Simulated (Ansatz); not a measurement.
Results of r²SCAN0 (Ansatz, a program for electronic structure, plane waves, PAW) for diamond-structure Ge.

Numerical settings: plane-wave cutoff 520 eV, 8×8×8 k mesh, Fermi–Dirac smearing 0.01 eV, scalar-relativistic PAW data made under PBE.

Computed at the level's own relaxed cell.

Problem. Predict the band gap, smallest direct gap on the k points sampled, lattice constant a, width of the whole s-p valence band and pressure derivative B′ of the bulk modulus.

Solution. 
- band gap: 1.54 eV (on the SCF k mesh) (indirect)
- smallest direct gap on the k points sampled: 1.69 eV
- lattice constant a: 5.638 Å
- width of the whole s-p valence band: 14.66 eV
- pressure derivative B′ of the bulk modulus: 4.6

Measured, for comparison: band gap 0.79 eV (measured zero-point renormalisation of 52 meV added back here; inputs from Miglio et al. (2020), arXiv:2011.12765); lattice constant a 5.644 Å (static lattice: zero-point anharmonic expansion removed; as tabulated in Mejia-Rodriguez and Trickey (2018), arXiv:1807.09216). Computed (rounded) less measured: lattice constant a -0.1 %.

Spin–orbit coupling is not included.

Static lattice: no zero-point or thermal effects.
